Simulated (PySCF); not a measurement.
Gas-phase reaction: H3SiSiCl3 + 3 H2 ⇌ Si2H6 + 3 HCl

Method: PySCF energies plus ideal-gas RRHO corrections (1 bar). † marks an energy on the PBE0/def2-TZVP geometry and frequencies; other levels use their own. CCSD(T) freezes the core. 6-31G* has spherical d functions here. All species are closed-shell singlets. B3LYP is the form with VWN-RPA correlation. H3SiSiCl3: computed as isolated molecules; such fragments, hydroxides, amides, oligomers or adducts are transient or little studied in the gas. CCSD(T) isn't extrapolated to the basis-set limit. The harmonic model lacks anharmonicity and excited electronic states, which grow with temperature; levels with a mode under 35 cm⁻¹ are left out. Internal rotation in H3SiSiCl3, Si2H6 is treated as a harmonic vibration of one conformer, which makes the entropy rough.

```tsv
level	ΔE electronic, kJ	ΔH°(298 K), kJ	ΔS°(298 K), J/K	ΔG°(1600 K), kJ
B3LYP/6-31G*	225	238	68	166
B3LYP/def2-TZVP†	209	223	67	153
CCSD(T)/def2-SVP†	176	190	67	119
HF/6-31G*	187	204	71	129
HF/def2-TZVP†	184	198	67	128
PBE/def2-SVP	209	222	65	153
PBE/def2-TZVP†	224	238	67	168
PBE0/def2-QZVP†	208	222	67	152
PBE0/def2-TZVP	218	232	67	162
```
ΔH° is lowest at CCSD(T)/def2-SVP† and highest at B3LYP/6-31G*. No reference value is set beside these.
